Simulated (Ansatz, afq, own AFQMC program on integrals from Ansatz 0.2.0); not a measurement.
AFQMC on a folder of integrals that Ansatz 0.2.0 wrote.

```yaml
crystal:
  periodic: [false, false, false]
  atoms:
    - {symbol: B, position_ang: [0.000000, 0.000000, 0.000000]}
    - {symbol: H, position_ang: [0.000000, 0.000000, 1.262771]}
basis:
  gaussian: {orbitals: aug-cc-pVDZ}
total_charge: -1
magnetization: {spin_polarized: false, initial_magnetization: 1}
correlation: {method: ccsd_t, electrons: outside_noble_gas, hamiltonian_folder: ham}
```

```sh
$ ansatz run in.yaml --threads 1 --pin off --events-out ev --progress --plain --max-ram 16896MiB --backend cuda --devices 0, --max-vram 18GiB
```

afq runs on the folder ham with

```
--method phaseless --trial hf --walkers 4000 --populations 20 --least-time 40 --time-step 0.005 --steps-per-block 20 --equilibration-blocks 112 --max-blocks 4000 --target-error 0.0007 --factor-cut 1e-05 --start spin_pure --seed 8782 --taylor-order 6
```

Times are imaginary, in 1/Eh. The walk had a cap of 49 s. With eight or more populations the least sampling time is a fifth of least-time, and the error comes from their spread.

Log:

```
orbitals 31  electrons 3 2  factors 219 of 315
reference energy -25.10906684 Eh
CCSD correlation -0.10484105 Eh in 12 cycles, weight of the determinant in the CISD state 0.9047
energy of the start -25.109067 Eh
 block  time / (1/Eh)  mean weight  energy / Eh
     1     0.100  1.0002  -25.123635
     2     0.200  1.0005  -25.135928
     3     0.300  1.0004  -25.146245
     4     0.400  1.0005  -25.154612
     5     0.500  1.0005  -25.161587
     7     0.700  1.0001  -25.172676
     9     0.900  1.0004  -25.180696
    13     1.300  1.0002  -25.191679
    25     2.500  1.0001  -25.207618
    37     3.700  0.9999  -25.211011
    49     4.900  0.9998  -25.216758
    61     6.100  0.9999  -25.215698
    73     7.300  1.0001  -25.216727
    85     8.500  1.0001  -25.217315
    91     9.100  0.9999  -25.220152
    97     9.700  0.9998  -25.218207
   109    10.900  1.0000  -25.218371
   121    12.100  1.0002  -25.218289
   133    13.300  1.0000  -25.213452
   145    14.500  0.9999  -25.212946
   157    15.700  1.0000  -25.216174
   169    16.900  1.0001  -25.213517
   181    18.100  1.0000  -25.215723
   193    19.300  0.9999  -25.215264
   205    20.500  0.9998  -25.215411
   217    21.700  1.0000  -25.214600
   229    22.900  1.0000  -25.215697
   241    24.100  1.0004  -25.215987
   247    24.700  0.9998  -25.215081
error from the spread of 20 populations
energy -25.215377 +/- 0.000697 Eh
(rows thinned)
```

The run passed its tests (sampling time, drift between the halves within three errors, error under three times the target), which doesn't prove that it has relaxed.

Against this walk (error 19.0 meV) on the same determinant: CCSD(T) 51.4 meV lower, CCSDT(Q) 82.6 meV lower, CCSDTQ 83.3 meV lower, full CI 83.4 meV lower, a separate phaseless walk with a CISD trial and standard settings 63.5 ± 19.0 meV lower. The error is statistical and leaves out the bias of the constraint. Full CI is exact here, so the walk's 83 meV above it is the walk's own error: the bias of the constraint with this trial.

Cautions: constraint bias not in the error; a spin-contaminated unrestricted determinant lies lower (UHF 135 meV lower, ⟨S²⟩ 1.10).

The walk took 35 s on 1 × NVIDIA H100 80GB HBM3 with 2 threads of AMD EPYC 7R13 Processor (Zen 3), on a shared host (the card was shared). The log's last line is the phaseless energy.

CCSDT and higher add their correlation energy to the determinant of the CCSD(T) run, since their own runs factorise the integrals more tightly (a shift of under 2 meV). A walk keeps the symmetry of its determinant, which the program's search chose and which needn't be the lowest solution, so a lower state of the same spin and another symmetry isn't excluded.
